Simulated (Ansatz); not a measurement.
System: α-N2. Method: LDA in Ansatz (PAW).

Q: Give the computed lattice energy and volume per molecule.

A: 
lattice energy: 12 kJ/mol
volume per molecule: 35.63 Å³

Computed values are for the static lattice.

Ansatz is a first-principles code.
